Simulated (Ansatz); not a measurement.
**One shape, several levels: BH3O (BH2(OH))**

Aim: a comparison of 6 runs (CAM-B3LYP/STO-3G, wB97M-V/STO-3G, wB97X/STO-3G, MP2/STO-3G, BCCD(T)/STO-3G, CCSDT/STO-3G) of BH3O (BH2(OH)). 

The calculation is run with Ansatz 0.2.0.

45 further runs of the same task are left out: 1 that didn't finish, 44 set aside as unsound or not needed.

**1. Starting point**

BH3O has 5 atoms, charge 0, and is taken as a singlet. As SMILES, `[H]B([H])O`. The O4–B1 distance was set to 2.651 Å, away from the relaxed value. At this shape a bond of the SMILES string is far longer than usual.

Bond lengths: B1–H2 1.172 Å, B1–H3 1.182 Å, O4–H5 0.958 Å. Angles: H2–B1–H3 121.4°.

**2. A single-point energy at CAM-B3LYP/STO-3G (run 1)**

File molecule.yaml:

```yaml
crystal:
  periodic: [false, false, false]
  atoms:
    - symbol: B
      position_ang: [0.701349, 1.523627, -0.391482]
    - symbol: H
      position_ang: [1.833929, 1.611187, -0.678592]
    - symbol: H
      position_ang: [-0.002531, 2.472507, -0.363682]
    - symbol: O
      position_ang: [-0.159420, -0.918700, 0.174490]
    - symbol: H
      position_ang: [-1.082200, -1.025180, 0.410320]
basis:
  gaussian:
    orbitals: STO-3G
hamiltonian:
  xc: {name: CAM-B3LYP}
accuracy: high
```

Run with:

```bash
$ ansatz run molecule.yaml --threads 1 --pin off --max-ram 2610MiB --events-out events.jsonl --progress --plain --runs-dir runs
```

Output:

```text
Warning: RAYON_NUM_THREADS=1 ignored (pool sized by the plan → 1); use --threads N
Functional definition: CAM-B3LYP
  name "CAM-B3LYP"
  parameter alpha = 0.19
  parameter beta = 0.46
  parameter omega = 0.33/bohr
  parameter ac = 0.81
  exchange = (1 - alpha - beta)*b88_x + beta*b88_x_sr(omega) + alpha*exact_x + beta*exact_x_lr(omega)
  correlation = (1 - ac)*vwn5_c + ac*lyp_c
199 factors; integrals over basis functions are off by at most 4.5e-8 eV
136 factors; integrals over basis functions are off by at most 9.5e-10 eV
mean field evaluation 1: about -2716.4833 eV, gradient 3.2e1 eV
mean field evaluation 2: about -2600.3719 eV, gradient 9.7e1 eV
mean field evaluation 4: about -2719.7040 eV, gradient 2.6e1 eV
mean field evaluation 8: about -2719.7751 eV, gradient 2.6e1 eV
mean field evaluation 16: about -2725.4206 eV, gradient 5.7e-7 eV
mean field -2725.42059540 eV, -100.1573595247 hartree, gradient 2.9e-8 eV, S^2 0.000000; 0 other end points of the search recorded, 0 dependent functions left out
reference -2725.42060823 eV, -100.1573599959 hartree; 8, 8 occupied and 5, 5 virtual orbitals, 199 factors
Total energy: -2725.42060823 eV, -100.1573599959 hartree
```

It took 0.93 s on 1 thread of Arm Neoverse V1, shared host.

**3. A single-point energy at wB97M-V/STO-3G (run 2)**

File molecule.yaml:

```yaml
crystal:
  periodic: [false, false, false]
  atoms:
    - {symbol: B, position_ang: [0.701349, 1.523627, -0.391482]}
    - {symbol: H, position_ang: [1.833929, 1.611187, -0.678592]}
    - {symbol: H, position_ang: [-0.002531, 2.472507, -0.363682]}
    - {symbol: O, position_ang: [-0.159420, -0.918700, 0.174490]}
    - {symbol: H, position_ang: [-1.082200, -1.025180, 0.410320]}
basis:
  gaussian: {orbitals: STO-3G}
hamiltonian: {xc: {name: wB97M-V}}
accuracy: high
```

Run with:

```bash
$ ansatz run molecule.yaml --threads 1 --pin off --max-ram 2610MiB --events-out events.jsonl --progress --plain --runs-dir runs
```

Output, shortened:

```text
Warning: RAYON_NUM_THREADS=1 ignored (pool sized by the plan → 1); use --threads N
Functional definition: wB97M-V
  name "wB97M-V"
[...]
  gx(w, u) = 1 - cx + cx01*u + cx10*w
  gss(w, u) = css00 + css04*u^4 + css10*w + css20*w^2 + css43*w^4*u^3
  gos(w, u) = cos00 + cos10*w + (cos20 + cos21*u)*w^2 + (cos60 + cos61*u)*w^6
[...]
      + integral(e_c_pw_mod_opposite_spin*gos(b97_w_opposite, b97_u_opposite)) + vv10(b, c)
199 factors; integrals over basis functions are off by at most 4.5e-8 eV
126 factors; integrals over basis functions are off by at most 1.4e-9 eV
[...]
mean field -2726.49849729 eV, -100.1969716885 hartree, gradient 1.3e-8 eV, S^2 0.000000; 0 other end points of the search recorded, 0 dependent functions left out
reference -2726.49849972 eV, -100.1969717777 hartree; 8, 8 occupied and 5, 5 virtual orbitals, 199 factors
Total energy: -2726.49849972 eV, -100.1969717777 hartree
```

Run time: 11 s. Hardware: 1 thread of Arm Neoverse V1, shared host; peak memory 0.21 GiB.

**4. A single-point energy at wB97X/STO-3G (run 3)**

File in.yaml:

```yaml
crystal:
  periodic: [false, false, false]
  atoms:
    - {symbol: B, position_ang: [0.701349, 1.523627, -0.391482]}
    - {symbol: H, position_ang: [1.833929, 1.611187, -0.678592]}
    - {symbol: H, position_ang: [-0.002531, 2.472507, -0.363682]}
    - {symbol: O, position_ang: [-0.159420, -0.918700, 0.174490]}
    - {symbol: H, position_ang: [-1.082200, -1.025180, 0.410320]}
basis:
  gaussian:
    orbitals: STO-3G
hamiltonian:
  xc: {name: wB97X}
accuracy: high
```

Run with:

```bash
$ ansatz run in.yaml --threads 1 --pin off --max-ram 2610MiB --events-out events.jsonl --progress --plain --runs-dir runs
```

Output, shortened:

```text
Warning: RAYON_NUM_THREADS=1 ignored (pool sized by the plan → 1); use --threads N
Functional definition: wB97X
  name "wB97X"
[...]
      + exact_x_lr(omega)
[...]
      + integral(e_c_pw_opposite_spin*poly(b97_u_opposite, 1, cos1, cos2, cos3, cos4))
199 factors; integrals over basis functions are off by at most 4.5e-8 eV
126 factors; integrals over basis functions are off by at most 1.4e-9 eV
[...]
mean field -2726.41452662 eV, -100.1938858233 hartree, gradient 1.6e-8 eV, S^2 0.000000; 0 other end points of the search recorded, 0 dependent functions left out
reference -2726.41452498 eV, -100.1938857630 hartree; 8, 8 occupied and 5, 5 virtual orbitals, 199 factors
Total energy: -2726.41452498 eV, -100.1938857630 hartree
```

It took 3.3 s on 1 thread of Arm Neoverse V1, shared host; peak memory 0.19 GiB.

Runs 4 to 5 aren't shown in full; the table further down has their settings and results.

**5. The energy at CCSDT/STO-3G (run 6)**

File job.yaml:

```yaml
crystal:
  periodic: [false, false, false]
  atoms:
    - {symbol: B, position_ang: [0.701349, 1.523627, -0.391482]}
    - {symbol: H, position_ang: [1.833929, 1.611187, -0.678592]}
    - {symbol: H, position_ang: [-0.002531, 2.472507, -0.363682]}
    - {symbol: O, position_ang: [-0.159420, -0.918700, 0.174490]}
    - {symbol: H, position_ang: [-1.082200, -1.025180, 0.410320]}
basis:
  gaussian:
    orbitals: STO-3G
correlation:
  method: ccsdt
  frozen_orbitals: {B: 1, H: 0, O: 1}
accuracy: high
scf:
  omitted_lower_state_checks: [cluster_reference, increment]
```

Run with:

```bash
$ ansatz run job.yaml --threads 1 --pin off --max-ram 2610MiB --events-out events.jsonl --progress --plain --runs-dir runs
```

Output:

```text
Warning: RAYON_NUM_THREADS=1 ignored (pool sized by the plan → 1); use --threads N
[... 12 lines left out ...]
2 core orbitals not correlated: weight in the atoms' cores, before any rotation towards them, 1.000 or more for the frozen orbitals, at most 0.000 for the correlated occupied ones
[... 54 lines left out ...]
WARN: these amplitudes may be one of several solutions (largest doubles amplitude 0.66, level shift 10.12 eV)
Total energy: -2716.90155266 eV, -99.8442904784 hartree
Checks for a lower state left out: cluster_reference, increment
```

Wall time 0.26 s (1 thread of Arm Neoverse V1, shared host).

**6. All runs side by side**

| run | level | frozen core orbitals | energy (Eh) | wall time |
| --- | --- | --- | --- | --- |
| 1 | CAM-B3LYP/STO-3G | – | -100.157360 | 0.93 s |
| 2 | wB97M-V/STO-3G | – | -100.196972 | 11 s |
| 3 | wB97X/STO-3G | – | -100.193886 | 3.3 s |
| 4 | MP2/STO-3G | 2 | -99.765048 | 0.1 s |
| 5 | BCCD(T)/STO-3G | 2 | -99.843590 | 0.16 s |
| 6 | CCSDT/STO-3G | 2 | -99.844290 | 0.26 s |

**7. What came out**

```
                                          quantity         value
                               run 6: total energy  -99.84429 Eh
run 6: correlation energy (2 core orbitals frozen)    -229.2 mEh
                              run 6: T1 diagnostic         0.041
```

In words: Totals of different functionals can't be ranked against each other. In runs 4, 5, 6 the log says that unrestricted orbitals would lower the reference, so the values rest on an unstable closed-shell determinant (other closed-shell runs at this shape may share the fault). In runs 1, 2, 3, 4, 5, 6 the basis is minimal, so the values are rough. All runs together took 16 s, the longest 11 s.
